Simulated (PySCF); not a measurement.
CH2O.
Numbering: `[CH2:1]=[O:2]` (hydrogens: H3, H4 on C1)

Computed with PySCF at wB97X-D/pcSseg-2, non-relativistic, on one gas-phase PBE0-D3(BJ)/def2-TZVP geometry that isn't relaxed in the solvent. The solvent is an IEF-PCM continuum (Bondi radii, 1.10 Å for H, scaled by 1.2). The model holds no explicit solvent molecules, cavitation or dispersion.

Gas phase at wB97X-D/pcSseg-2: HOMO -9.77 eV, LUMO 0.63 eV, dipole 2.42 D.

Question: What does the continuum do to the energy, the frontier levels and the dipole at wB97X-D/pcSseg-2 in chloroform?

Answer: 
```csv
solvent,ε,E(solvent) − E(gas) (kcal/mol),polarisation term (kcal/mol),distortion of the solute (kcal/mol),HOMO (eV),LUMO (eV),dipole (D)
chloroform,4.711,-3.03,-3.56,0.53,-9.71,0.78,2.89
```

The first energy column is the sum of the next two and covers electrostatics alone.

Question: Which radius a makes the point-dipole formula ΔE = −[(ε − 1)/(2ε + 1)]·μ²/a³ give the value in chloroform, with the gas-phase dipole?

Answer: μ = 0.953 au and |ΔE| = 0.00484 Eh give a = 2.15 Å; the farthest nucleus lies 1.19 Å from the centroid of the nuclei. The formula assumes a rigid point dipole at the centre of a sphere.

Hardware: one thread, Arm Neoverse N1 (aarch64) (shared host). Cost: 3.7 s, 0.35 GiB resident at most. This is the whole shielding run at wB97X-D/pcSseg-2 in chloroform, SCF included.

wB97X-D is run here without its empirical dispersion term; that term would change no orbital, density or response property at a fixed geometry.
